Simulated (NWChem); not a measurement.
# CS; SMILES [C-]#[S+]

Program: NWChem. Coordinates come from a PBE0-D3(BJ)/def2-TZVP optimisation. Vertical excitations in the gas phase.

Estimate the computed values for PBE0/def2-SVP, full TDDFT. Quantities: lowest excitation, singlet (eV); oscillator strength of that lowest state; orbital gap (eV).


```yaml
lowest excitation, singlet (eV): 4.93
oscillator_strength_of_that_lowest_state: 0.012
orbital gap (eV): 6.66
```
